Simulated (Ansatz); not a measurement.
input.yaml

```yaml
crystal:
  periodic: [false, false, false]
  atoms:
    - { symbol: B, position_ang: [0.278718, 0.0, 0.201035] }
    - { symbol: H, position_ang: [0.216631, 0.0, 1.399771] }
    - { symbol: F, position_ang: [1.440022, 0.0, -0.417109] }
    - { symbol: F, position_ang: [-0.811671, 0.0, -0.534896] }
basis:
  gaussian: { orbitals: def2-SVP }
hamiltonian:
  xc: b3lyp
  dispersion: d4
neb:
  order_check: false
  images: 9
  f_tol: 0.05
  max_iterations: 60
  final_atoms:
    - { symbol: B, position_ang: [-0.62025937, 4.233e-05, -0.14418786] }
    - { symbol: H, position_ang: [1.32229241, -1.528e-05, 0.55062241] }
    - { symbol: F, position_ang: [2.21608549, -1.352e-05, 0.83462466] }
    - { symbol: F, position_ang: [-1.79441853, -1.353e-05, -0.5922582] }
  initial_path:
    images:
      - { positions_ang: [[0.278718, 0.0, 0.201035], [0.216631, 0.0, 1.399771], [1.440022, 0.0, -0.417109], [-0.811671, 0.0, -0.534896]] }
      - { positions_ang: [[0.22327098, 0.0, 0.16031973], [0.32213581, 0.0, 1.35430556], [1.45474664, 0.0, -0.30333081], [-0.87645343, 0.0, -0.56249348]] }
      - { positions_ang: [[0.16782396, 0.0, 0.11960445], [0.42764062, 0.0, 1.30884013], [1.46947129, 0.0, -0.18955262], [-0.94123586, 0.0, -0.59009095]] }
      - { positions_ang: [[0.11237693, 0.0, 0.07888918], [0.53314543, 0.0, 1.26337469], [1.48419593, 0.0, -0.07577444], [-1.0060183, 0.0, -0.61768843]] }
      - { positions_ang: [[0.05692991, 0.0, 0.0381739], [0.63865024, 0.0, 1.21790925], [1.49892058, 0.0, 0.03800375], [-1.07080073, 0.0, -0.64528591]] }
      - { positions_ang: [[0.00148289, 0.0, -0.00254137], [0.74415505, 0.0, 1.17244382], [1.51364522, 0.0, 0.15178194], [-1.13558316, 0.0, -0.67288338]] }
      - { positions_ang: [[-0.12286556, 8.47e-06, -0.03087067], [0.85978252, -3.06e-06, 1.04807953], [1.65413328, -2.7e-06, 0.28835048], [-1.26735023, -2.71e-06, -0.65675835]] }
      - { positions_ang: [[-0.24721401, 1.693e-05, -0.05919997], [0.97540999, -6.11e-06, 0.92371525], [1.79462133, -5.41e-06, 0.42491903], [-1.39911731, -5.41e-06, -0.64063331]] }
      - { positions_ang: [[-0.37156246, 2.54e-05, -0.08752927], [1.09103746, -9.17e-06, 0.79935097], [1.93510938, -8.11e-06, 0.56148757], [-1.53088438, -8.12e-06, -0.62450828]] }
      - { positions_ang: [[-0.49591092, 3.386e-05, -0.11585856], [1.20666493, -1.222e-05, 0.67498669], [2.07559743, -1.082e-05, 0.69805612], [-1.66265145, -1.082e-05, -0.60838324]] }
      - { positions_ang: [[-0.62025937, 4.233e-05, -0.14418786], [1.32229241, -1.528e-05, 0.55062241], [2.21608549, -1.352e-05, 0.83462466], [-1.79441853, -1.353e-05, -0.5922582]] }
```

Run as:

```bash
$ ansatz run input.yaml --threads 1 --pin off --max-ram 2048MiB --backend cpu --events-out ev --progress --plain --runs-dir out
```

Hardware: 1 thread of Arm Neoverse V1, on a shared host.

Question: Roughly how long does this run take, and how much memory?

Answer: 87 s, with a peak of 0.091 GiB, for 12 band iterations.
